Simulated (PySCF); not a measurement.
# Reproducing measurements on (CH3)2CF2

**Measured values to compare with.**

From NIST CCCBDB Release 22 (SRD 101), experimental dipoles, for the gas: dipole moment (microwave Stark effect, vibrational ground state) 2.4 D.

How close the calculation comes is told at the end.

(CH3)2CF2, C₃H₆F₂.
SMILES with atom numbers: `[CH3:1][C:2]([CH3:3])([F:4])[F:5]` (hydrogens: H6, H7, H8 on C1; H9, H10, H11 on C3)

Geometry (GFN2-xTB, Å), atoms numbered from 1 in this order:
```xyz
11
C3H6F2 angstrom
C      1.292   -0.195   -0.045
C     -0.031    0.544    0.042
C     -1.261   -0.344   -0.004
F     -0.100    1.468   -0.967
F     -0.056    1.294    1.188
H      1.342   -0.740   -0.983
H      1.380   -0.886    0.788
H      2.109    0.522   -0.004
H     -1.239   -1.038    0.831
H     -1.278   -0.895   -0.939
H     -2.154    0.273    0.066
```

The PySCF runs (gas phase, on this GFN2-xTB geometry; no spin–orbit coupling):

| level | job | basis functions | wall time |
| --- | --- | --- | --- |
| CAM-B3LYP/def2-SVPD | 8 singlets by full TDDFT, 3 Tamm–Dancoff triplets, polarisability | 154 | 12 s |

Hardware: x86-64 server, one thread, shared host.

**Comparison with experiment**

**Dipole moment.** Measured: 2.4 D (NIST CCCBDB Release 22 (SRD 101), experimental dipoles).

```
              level  computed (D)  computed − measured (D)  % (from the printed values)
CAM-B3LYP/def2-SVPD          2.55                    +0.15                           +6
```

The computed dipoles belong to one fixed geometry; measured ones are averaged over vibrations unless marked μe. Magnitudes are compared, not signs.

No measured geometry was used, and the causes of the misses weren't examined.
